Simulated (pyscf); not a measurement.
H₃C–Mg–OH -> O=Mg + methane (CH₄) (elimination; singlet surface; C–Mg, H–O broken, C–H formed). Single points on ωB97X-D3(BJ)/def2-SVP structures (PySCF, gas phase). Correlated levels are frozen-core, on RHF or UHF. ΔMP2 is the change of the MP2 total energy from the triple- to the quadruple-zeta basis. Energies in kJ/mol from the reactant's lowest minimum found.

```
level                             barrier  reaction energy
--------------------------------  -------  ---------------
ωB97X-D3(BJ)/def2-TZVP              385.3           +366.8
B3LYP-D3(BJ)/def2-TZVP              352.3           +323.9
PBE0-D3(BJ)/def2-TZVP                   …           +346.1
ωB97M-D3(BJ)/def2-TZVP              377.8           +352.7
HF/def2-TZVP                        475.4           +420.3
CCSD/def2-TZVPP                     387.1           +342.8
CCSD(T)/def2-TZVPP + ΔMP2(QZVPP)        …                …
```

Question: Complete the blanks.

Answer: 
- PBE0-D3(BJ)/def2-TZVP, barrier: 359.2
- CCSD(T)/def2-TZVPP + ΔMP2(QZVPP), barrier: 356.3
- CCSD(T)/def2-TZVPP + ΔMP2(QZVPP), reaction energy: +314.7

On the product side the descent ends in a complex, 27.3 kJ/mol under the separated species and 45.8 kJ/mol under the saddle at ωB97X-D3(BJ)/def2-TZVP. At the saddle there is also a short H–Mg contact that neither side keeps. This is the saddle that the search found; another between the same sides may lie lower. 2 of the closed-shell references are unstable towards spin polarisation; treat their single-reference values with care. The CCSD(T) − MP2 part came from Ansatz, without density fitting, on the same reference. The frozen core leaves the outer d or s,p core shells of the metals and heavy elements correlated in the MP2 and CC values, and def2-TZVPP describes them poorly, which can shift differences by a few kcal/mol.
